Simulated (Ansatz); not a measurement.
**C3H5N: vertical ionisation energy**

Aim: the vertical ionisation energy of C3H5N, as cation minus neutral at the neutral's geometry, on several levels, and how well −ε(HOMO) stands in for it.

Method: unrestricted cation, the program's frozen cores in correlated methods; program: Ansatz 0.2.0, Gaussian basis.

Plan: UKS PBE-D4/def2-TZVPP; UKS r2SCAN-D4/def2-TZVPP; UKS PBE0-D4/def2-TZVPP; UKS B3LYP-D4/def2-TZVPP; UKS wB97X-V/def2-TZVPP; UKS wB97M-V/def2-TZVPP; UKS B2PLYP/def2-TZVPP; UHF-CCSD(T)/def2-TZVPP; UHF-CCSD(T)/def2-QZVPP; extrapolation to the limit; then −ε(HOMO) from the neutral's earlier runs with LDA (SPW92), PBE-D4, revPBE-D4, BLYP-D4, r2SCAN-D4, B97M-V, PBE0-D4, B3LYP-D4, r2SCANh-D4, r2SCAN0-D4, HSE06-D4, BHLYP-D4, CAM-B3LYP-D4, LC-ωPBE, ωB97X-V, ωB97M-V.

**1. Structure used throughout**

All runs share one geometry, relaxed beforehand with PBE0-D4 in a triple-zeta def2 set.

SMILES `C#CNC`, 9 atoms, charge 0, spin multiplicity 1.

Atoms are counted from 1 here; the program's logs count them from 0.

Bond lengths: C1–C2 1.204 Å, C1–H5 1.063 Å, C2–N3 1.338 Å, N3–C4 1.453 Å, N3–H6 1.009 Å, C4–H7 1.091 Å, C4–H8 1.090 Å, C4–H9 1.096 Å. Angles: C2–C1–H5 179.1°, C1–C2–N3 177.6°, C2–N3–C4 118.1°, C2–N3–H6 114.2°, C4–N3–H6 114.6°, N3–C4–H7 108.9°, N3–C4–H8 109.0°, N3–C4–H9 113.1°, H7–C4–H8 108.3°, H7–C4–H9 109.1°, H8–C4–H9 108.5°.

**2. Cation, UKS PBE-D4/def2-TZVPP**

File in.yaml:

```yaml
crystal:
  periodic: [false, false, false]
  atoms:
    - {symbol: C, position_ang: [-0.615832, 0.605454, -2.023858]}
    - {symbol: C, position_ang: [0.009266, 0.441770, -1.008364]}
    - {symbol: N, position_ang: [0.709624, 0.205991, 0.106519]}
    - {symbol: C, position_ang: [0.090020, -0.595806, 1.147722]}
    - {symbol: H, position_ang: [-1.153729, 0.750919, -2.928547]}
    - {symbol: H, position_ang: [1.229340, 1.001910, 0.443870]}
    - {symbol: H, position_ang: [0.825671, -0.788442, 1.929400]}
    - {symbol: H, position_ang: [-0.216318, -1.552120, 0.723226]}
    - {symbol: H, position_ang: [-0.789542, -0.115876, 1.592932]}
basis:
  gaussian: {orbitals: def2-TZVPP}
total_charge: 1
magnetization: {spin_polarized: true, initial_magnetization: 1}
hamiltonian: {xc: pbe, dispersion: d4}
```

Launch:

```
> ansatz run in.yaml --threads 2 --pin off --events-out ev --progress --plain --max-ram 32768MiB --backend cpu
```

After this run come: Cation, UKS r2SCAN-D4/def2-TZVPP; Cation, UKS PBE0-D4/def2-TZVPP; Cation, UKS B3LYP-D4/def2-TZVPP; Cation, UKS wB97X-V/def2-TZVPP; Cation, UKS wB97M-V/def2-TZVPP; Cation, UKS B2PLYP (frozen core)/def2-TZVPP; Cation, UHF-CCSD(T)/def2-TZVPP; Cation, UHF-CCSD(T)/def2-QZVPP.

**Question.** What will the summary of the whole plan be? Wanted: ionisation energy, CCSD(T)/CBS; nearest functional by difference; nearest −ε(HOMO); −ε(HOMO) of PBE; T1 of the cation.

The runs gave:

| quantity | value |
| --- | --- |
| ionisation energy, CCSD(T)/CBS | 8.76 eV |
| nearest functional by difference | ωB97M-V (-0.20 eV) |
| nearest −ε(HOMO) | LC-ωPBE (+0.13 eV) |
| −ε(HOMO) of PBE | 5.01 eV |
| T1 of the cation | 0.027 |

By cation minus neutral, the functionals miss by 0.42 eV at most. −ε(HOMO) of PBE misses by 3.7 eV, since self-interaction lifts the level. Among orbital estimates LC-ωPBE comes nearest. Hartree-Fock falls 1.28 eV short, as the neutral has more correlation energy than the cation.
